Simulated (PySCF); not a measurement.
# (CH3)2CHCH2F: NMR shifts at several levels of theory, part 2 of 3

PySCF 2.14.0. Atoms count from 0. The steps go on from the part before.

**7. Shielding tensors: BP86/pcSseg-1**

Job settings and geometry (Å):

```
{"job": {"kind": "nmr", "xc": "BP86", "basis": "pcSseg-1", "pop": false}, "charge": 0, "multiplicity": 1}
C     -0.362753     1.285859    -0.569872
C     -0.095780     0.127797     0.385555
C     -0.990536    -1.069509     0.085065
C      1.368918    -0.267676     0.363690
F      1.733209    -0.701099    -0.891336
H     -0.102760     0.998853    -1.600318
H      0.234934     2.172811    -0.307119
H     -1.423869     1.576991    -0.555577
H     -0.297307     0.469092     1.418107
H     -0.780988    -1.460959    -0.922305
H     -2.054477    -0.791577     0.126973
H     -0.826099    -1.887716     0.803796
H      2.012091     0.590108     0.629012
H      1.566025    -1.086795     1.077553
```

With the program's defaults for keys left out, this is: GIAO BP86/pcSseg-1 NMR shielding, non-relativistic, gas phase.

Output:

```text
coarse grid: 11016 points
cycle   1  E = -257.5176034583  dE =  1.726e-01  |g| = 6.291e-01  |ddm| = 3.026e+00
cycle   2  E = -257.3831564784  dE =  1.344e-01  |g| = 1.035e+00  |ddm| = 1.392e+00
cycle   3  E = -257.6043574989  dE = -2.212e-01  |g| = 9.362e-02  |ddm| = 9.182e-01
cycle   4  E = -257.6056463284  dE = -1.289e-03  |g| = 4.393e-02  |ddm| = 9.231e-02
cycle   5  E = -257.6060118394  dE = -3.655e-04  |g| = 7.378e-03  |ddm| = 3.591e-02
cycle   6  E = -257.6060221090  dE = -1.027e-05  |g| = 3.086e-03  |ddm| = 8.167e-03
cycle   7  E = -257.6060241158  dE = -2.007e-06  |g| = 5.036e-04  |ddm| = 2.377e-03
final grid: 104784 points
cycle   8  E = -257.6562769912  dE = -5.459e-05  |g| = 5.470e-03  |ddm| = 3.049e-02
cycle   9  E = -257.6562652453  dE =  1.175e-05  |g| = 8.651e-03  |ddm| = 1.110e-02
cycle  10  E = -257.6562843216  dE = -1.908e-05  |g| = 8.429e-04  |ddm| = 6.948e-03
cycle  11  E = -257.6562844156  dE = -9.407e-08  |g| = 3.418e-04  |ddm| = 8.875e-04
cycle  12  E = -257.6562844334  dE = -1.774e-08  |g| = 4.546e-05  |ddm| = 2.649e-04
cycle  13  E = -257.6562844338  dE = -3.573e-10  |g| = 2.288e-05  |ddm| = 5.190e-05
converged SCF energy = -257.6562844338

GIAO shielding tensors (ppm)
atom      isotropic    diamagn.    paramagn.     s11        s22        s33       span
  0 C      159.574     247.445     -87.871    138.396    157.786    182.540     44.144
  1 C      145.116     247.059    -101.943    139.015    143.627    152.708     13.693
  2 C      159.210     247.437     -88.226    137.602    157.612    182.417     44.815
  3 C       87.086     242.420    -155.335     55.388     75.474    130.394     75.007
  4 F      424.225     474.196     -49.971    388.506    437.543    446.625     58.118
  5 H       29.867      30.201      -0.334     26.296     29.022     34.283      7.987
  6 H       30.292      29.813       0.479     26.373     27.483     37.020     10.647
  7 H       30.380      29.927       0.452     26.186     28.770     36.182      9.996
  8 H       29.895      31.664      -1.770     26.208     28.234     35.241      9.033
  9 H       29.879      30.200      -0.321     26.369     28.963     34.304      7.935
 10 H       30.359      29.909       0.450     26.186     28.706     36.185      9.999
 11 H       30.290      29.816       0.474     26.364     27.522     36.985     10.621
 12 H       26.761      29.202      -2.441     22.651     26.795     30.838      8.188
 13 H       26.766      29.214      -2.448     22.681     26.801     30.816      8.135
```

It took 15 s on 1 thread of Arm Neoverse V1, shared host; peak memory 0.64 GiB.

In short: δ C3 92.7, C1 34.6, C0 20.4, F4 -279.5, H12 4.50, H8 1.37 ppm (means over like atoms).

**8. Shielding tensors: OPBE/pcSseg-1**

The job, as its differences from that of step 7:

```diff
@@ -1,2 +1,2 @@
-{"job": {"kind": "nmr", "xc": "BP86", "basis": "pcSseg-1", "pop": false}, "charge": 0, "multiplicity": 1}
+{"job": {"kind": "nmr", "xc": "OPBE", "basis": "pcSseg-1", "pop": false}, "charge": 0, "multiplicity": 1}
 C     -0.362753     1.285859    -0.569872
```

Level: GIAO OPBE/pcSseg-1 NMR shielding, non-relativistic, gas phase.

Output:

```text
coarse grid: 11016 points
cycle   1  E = -257.4320258489  dE =  1.540e-01  |g| = 6.070e-01  |ddm| = 3.014e+00
cycle   2  E = -257.3159489785  dE =  1.161e-01  |g| = 9.821e-01  |ddm| = 1.437e+00
cycle   3  E = -257.5128127276  dE = -1.969e-01  |g| = 8.338e-02  |ddm| = 9.193e-01
cycle   4  E = -257.5139375892  dE = -1.125e-03  |g| = 4.053e-02  |ddm| = 8.987e-02
cycle   5  E = -257.5142560705  dE = -3.185e-04  |g| = 7.664e-03  |ddm| = 3.343e-02
cycle   6  E = -257.5142675698  dE = -1.150e-05  |g| = 2.795e-03  |ddm| = 8.550e-03
cycle   7  E = -257.5142692327  dE = -1.663e-06  |g| = 5.618e-04  |ddm| = 2.389e-03
final grid: 104784 points
cycle   8  E = -257.5395437835  dE = -1.468e-04  |g| = 1.608e-02  |ddm| = 5.029e-02
cycle   9  E = -257.5394821924  dE =  6.159e-05  |g| = 2.407e-02  |ddm| = 3.324e-02
cycle  10  E = -257.5395915893  dE = -1.094e-04  |g| = 1.863e-03  |ddm| = 2.077e-02
cycle  11  E = -257.5395922218  dE = -6.325e-07  |g| = 6.178e-04  |ddm| = 1.674e-03
cycle  12  E = -257.5395923031  dE = -8.131e-08  |g| = 1.534e-04  |ddm| = 6.020e-04
cycle  13  E = -257.5395923076  dE = -4.497e-09  |g| = 4.925e-05  |ddm| = 1.613e-04
cycle  14  E = -257.5395923081  dE = -5.072e-10  |g| = 1.295e-05  |ddm| = 5.194e-05
converged SCF energy = -257.5395923081

GIAO shielding tensors (ppm)
atom      isotropic    diamagn.    paramagn.     s11        s22        s33       span
  0 C      165.746     247.589     -81.842    146.412    163.763    187.064     40.652
  1 C      152.744     247.443     -94.699    147.511    151.354    159.368     11.858
  2 C      165.420     247.575     -82.155    145.702    163.603    186.954     41.253
  3 C       97.487     242.613    -145.126     66.392     86.230    139.839     73.447
  4 F      422.490     473.376     -50.886    393.113    433.136    441.222     48.109
  5 H       29.878      29.987      -0.109     26.183     28.918     34.533      8.350
  6 H       30.272      29.776       0.496     26.233     27.430     37.153     10.921
  7 H       30.367      29.879       0.488     26.037     28.681     36.383     10.346
  8 H       29.873      31.710      -1.837     26.055     28.004     35.559      9.505
  9 H       29.889      29.987      -0.097     26.256     28.859     34.552      8.296
 10 H       30.349      29.862       0.486     26.038     28.618     36.389     10.351
 11 H       30.270      29.776       0.494     26.222     27.472     37.117     10.895
 12 H       26.808      29.144      -2.336     22.678     26.715     31.031      8.352
 13 H       26.814      29.154      -2.341     22.708     26.724     31.009      8.301
```

It took 15 s on 1 thread of Arm Neoverse V1, shared host; peak memory 0.64 GiB.

In short: δ C3 87.6, C1 32.4, C0 19.6, F4 -266.5, H12 4.42, H8 1.36 ppm (means over like atoms).

**9. NMR shieldings: KT2/pcSseg-1**

The job, as its differences from that of step 8:

```diff
@@ -1,2 +1,2 @@
-{"job": {"kind": "nmr", "xc": "OPBE", "basis": "pcSseg-1", "pop": false}, "charge": 0, "multiplicity": 1}
+{"job": {"kind": "nmr", "xc": "KT2", "basis": "pcSseg-1", "pop": false}, "charge": 0, "multiplicity": 1}
 C     -0.362753     1.285859    -0.569872
```

Level: GIAO KT2/pcSseg-1 NMR shielding, non-relativistic, gas phase.

Output:

```text
coarse grid: 11016 points
cycle   1  E = -261.5356260661  dE =  2.135e-01  |g| = 6.934e-01  |ddm| = 3.007e+00
cycle   2  E = -261.3703405140  dE =  1.653e-01  |g| = 1.183e+00  |ddm| = 1.655e+00
cycle   3  E = -261.6298659125  dE = -2.595e-01  |g| = 1.133e-01  |ddm| = 1.165e+00
cycle   4  E = -261.6321068552  dE = -2.241e-03  |g| = 4.758e-02  |ddm| = 1.241e-01
cycle   5  E = -261.6325915043  dE = -4.846e-04  |g| = 9.341e-03  |ddm| = 4.441e-02
cycle   6  E = -261.6326100516  dE = -1.855e-05  |g| = 3.207e-03  |ddm| = 1.067e-02
cycle   7  E = -261.6326122763  dE = -2.225e-06  |g| = 5.981e-04  |ddm| = 2.532e-03
final grid: 104784 points
cycle   8  E = -261.6777826745  dE = -1.463e-04  |g| = 2.603e-02  |ddm| = 4.337e-02
cycle   9  E = -261.6775104873  dE =  2.722e-04  |g| = 4.764e-02  |ddm| = 5.073e-02
cycle  10  E = -261.6778956297  dE = -3.851e-04  |g| = 1.912e-03  |ddm| = 3.501e-02
cycle  11  E = -261.6778963536  dE = -7.240e-07  |g| = 4.880e-04  |ddm| = 1.893e-03
cycle  12  E = -261.6778964155  dE = -6.183e-08  |g| = 8.222e-05  |ddm| = 4.844e-04
cycle  13  E = -261.6778964168  dE = -1.345e-09  |g| = 3.392e-05  |ddm| = 9.709e-05
cycle  14  E = -261.6778964171  dE = -2.672e-10  |g| = 2.994e-06  |ddm| = 2.669e-05
converged SCF energy = -261.6778964171

GIAO shielding tensors (ppm)
atom      isotropic    diamagn.    paramagn.     s11        s22        s33       span
  0 C      163.486     248.041     -84.555    142.408    161.707    186.343     43.935
  1 C      148.546     248.015     -99.469    142.425    147.288    155.926     13.501
  2 C      163.122     248.037     -84.915    141.625    161.523    186.220     44.595
  3 C       93.357     243.378    -150.021     63.227     82.257    134.588     71.361
  4 F      422.233     475.215     -52.982    389.549    432.902    444.249     54.700
  5 H       29.796      30.270      -0.474     26.189     28.925     34.274      8.085
  6 H       30.199      29.814       0.385     26.240     27.352     37.006     10.766
  7 H       30.294      29.932       0.362     26.068     28.651     36.164     10.096
  8 H       29.780      31.844      -2.064     26.054     28.107     35.179      9.125
  9 H       29.807      30.269      -0.462     26.262     28.867     34.293      8.031
 10 H       30.273      29.914       0.359     26.067     28.586     36.165     10.099
 11 H       30.198      29.818       0.380     26.234     27.389     36.971     10.736
 12 H       26.720      29.310      -2.590     22.639     26.679     30.842      8.203
 13 H       26.726      29.322      -2.596     22.669     26.688     30.821      8.152
```

Wall time 16 s (1 thread of Arm Neoverse V1, shared host); peak memory 0.64 GiB.

In short: δ C3 89.9, C1 34.7, C0 19.9, F4 -283.7, H12 4.46, H8 1.40 ppm (means over like atoms).

**10. Nuclear shieldings: KT3/pcSseg-1**

The job, as its differences from that of step 9:

```diff
@@ -1,2 +1,2 @@
-{"job": {"kind": "nmr", "xc": "KT2", "basis": "pcSseg-1", "pop": false}, "charge": 0, "multiplicity": 1}
+{"job": {"kind": "nmr", "xc": "KT3", "basis": "pcSseg-1", "pop": false}, "charge": 0, "multiplicity": 1}
 C     -0.362753     1.285859    -0.569872
```

With the program's defaults for keys left out, this is: GIAO KT3/pcSseg-1 NMR shielding, non-relativistic, gas phase.

Output:

```text
coarse grid: 11016 points
cycle   1  E = -261.2511606643  dE =  1.905e-01  |g| = 7.055e-01  |ddm| = 3.018e+00
cycle   2  E = -261.0832194323  dE =  1.679e-01  |g| = 1.186e+00  |ddm| = 1.729e+00
cycle   3  E = -261.3501863542  dE = -2.670e-01  |g| = 1.077e-01  |ddm| = 1.197e+00
cycle   4  E = -261.3522026585  dE = -2.016e-03  |g| = 4.796e-02  |ddm| = 1.217e-01
cycle   5  E = -261.3526943150  dE = -4.917e-04  |g| = 9.337e-03  |ddm| = 4.414e-02
cycle   6  E = -261.3527128277  dE = -1.851e-05  |g| = 3.143e-03  |ddm| = 1.052e-02
cycle   7  E = -261.3527149630  dE = -2.135e-06  |g| = 5.981e-04  |ddm| = 2.554e-03
final grid: 104784 points
cycle   8  E = -261.3901931629  dE = -1.630e-04  |g| = 2.198e-02  |ddm| = 4.548e-02
cycle   9  E = -261.3900351461  dE =  1.580e-04  |g| = 3.879e-02  |ddm| = 4.098e-02
cycle  10  E = -261.3902603172  dE = -2.252e-04  |g| = 1.373e-03  |ddm| = 2.817e-02
cycle  11  E = -261.3902607245  dE = -4.073e-07  |g| = 4.420e-04  |ddm| = 1.480e-03
cycle  12  E = -261.3902607689  dE = -4.448e-08  |g| = 8.218e-05  |ddm| = 5.121e-04
cycle  13  E = -261.3902607706  dE = -1.646e-09  |g| = 1.796e-05  |ddm| = 1.056e-04
cycle  14  E = -261.3902607707  dE = -6.401e-11  |g| = 7.044e-06  |ddm| = 2.182e-05
converged SCF energy = -261.3902607707

GIAO shielding tensors (ppm)
atom      isotropic    diamagn.    paramagn.     s11        s22        s33       span
  0 C      162.340     247.117     -84.777    142.433    160.260    184.327     41.894
  1 C      147.669     247.447     -99.778    142.068    146.274    154.666     12.599
  2 C      162.004     247.107     -85.104    141.701    160.094    184.216     42.515
  3 C       94.278     242.792    -148.514     64.219     83.205    135.410     71.190
  4 F      418.215     475.208     -56.993    392.687    426.369    435.589     42.902
  5 H       29.946      30.380      -0.434     26.402     29.058     34.377      7.975
  6 H       30.332      29.920       0.412     26.461     27.580     36.955     10.494
  7 H       30.431      30.031       0.401     26.281     28.832     36.182      9.901
  8 H       29.964      31.915      -1.951     26.303     28.254     35.334      9.031
  9 H       29.958      30.380      -0.422     26.476     29.001     34.397      7.921
 10 H       30.412      30.011       0.401     26.281     28.768     36.186      9.905
 11 H       30.331      29.921       0.409     26.452     27.620     36.919     10.467
 12 H       26.923      29.396      -2.473     22.910     26.853     31.004      8.094
 13 H       26.928      29.407      -2.479     22.939     26.861     30.983      8.044
```

Wall time 16 s (1 thread of Arm Neoverse V1, shared host); peak memory 0.64 GiB.

This run: δ C3 88.0, C1 34.6, C0 20.1, F4 -268.8, H12 4.39, H8 1.36 ppm (means over like atoms).

**11. NMR shieldings: B97-D/pcSseg-1**

The job, as its differences from that of step 10:

```diff
@@ -1,2 +1,2 @@
-{"job": {"kind": "nmr", "xc": "KT3", "basis": "pcSseg-1", "pop": false}, "charge": 0, "multiplicity": 1}
+{"job": {"kind": "nmr", "xc": "B97-D", "basis": "pcSseg-1", "pop": false}, "charge": 0, "multiplicity": 1}
 C     -0.362753     1.285859    -0.569872
```

Level: GIAO B97-D/pcSseg-1 NMR shielding, non-relativistic, gas phase.

Output:

```text
coarse grid: 11016 points
cycle   1  E = -257.3684002509  dE =  1.602e-01  |g| = 6.566e-01  |ddm| = 3.034e+00
cycle   2  E = -257.2262096935  dE =  1.422e-01  |g| = 1.095e+00  |ddm| = 1.486e+00
cycle   3  E = -257.4569858548  dE = -2.308e-01  |g| = 9.984e-02  |ddm| = 9.970e-01
cycle   4  E = -257.4585939872  dE = -1.608e-03  |g| = 4.443e-02  |ddm| = 1.027e-01
cycle   5  E = -257.4589946079  dE = -4.006e-04  |g| = 7.737e-03  |ddm| = 3.799e-02
cycle   6  E = -257.4590066401  dE = -1.203e-05  |g| = 3.005e-03  |ddm| = 8.839e-03
cycle   7  E = -257.4590085693  dE = -1.929e-06  |g| = 5.314e-04  |ddm| = 2.315e-03
final grid: 104784 points
cycle   8  E = -257.4886729655  dE = -6.042e-05  |g| = 1.891e-02  |ddm| = 3.487e-02
cycle   9  E = -257.4885398572  dE =  1.331e-04  |g| = 3.435e-02  |ddm| = 3.457e-02
cycle  10  E = -257.4887269743  dE = -1.871e-04  |g| = 1.183e-03  |ddm| = 2.392e-02
cycle  11  E = -257.4887272309  dE = -2.566e-07  |g| = 4.076e-04  |ddm| = 1.126e-03
cycle  12  E = -257.4887272730  dE = -4.212e-08  |g| = 4.840e-05  |ddm| = 3.824e-04
cycle  13  E = -257.4887272736  dE = -5.570e-10  |g| = 2.091e-05  |ddm| = 7.418e-05
converged SCF energy = -257.4887272736

GIAO shielding tensors (ppm)
atom      isotropic    diamagn.    paramagn.     s11        s22        s33       span
  0 C      158.730     246.835     -88.105    138.433    156.755    181.001     42.568
  1 C      144.499     247.111    -102.612    138.686    142.932    151.880     13.194
  2 C      158.384     246.823     -88.440    137.672    156.593    180.886     43.213
  3 C       88.491     242.158    -153.667     57.330     77.211    130.933     73.604
  4 F      422.799     474.688     -51.889    391.661    434.616    442.122     50.461
  5 H       29.995      30.394      -0.399     26.503     29.155     34.328      7.825
  6 H       30.402      29.927       0.475     26.580     27.678     36.949     10.369
  7 H       30.496      30.039       0.457     26.393     28.930     36.166      9.773
  8 H       30.057      31.785      -1.728     26.456     28.410     35.305      8.849
  9 H       30.008      30.393      -0.385     26.576     29.096     34.350      7.774
 10 H       30.476      30.019       0.458     26.393     28.866     36.170      9.777
 11 H       30.400      29.929       0.471     26.570     27.718     36.914     10.344
 12 H       26.930      29.307      -2.377     22.887     26.948     30.954      8.067
 13 H       26.935      29.318      -2.384     22.917     26.954     30.933      8.016
```

It took 15 s on 1 thread of Arm Neoverse V1, shared host; peak memory 0.64 GiB.

Key values: δ C3 90.7, C1 34.7, C0 20.6, F4 -268.0, H12 4.48, H8 1.35 ppm (means over like atoms).

[end of part 2 of 3]
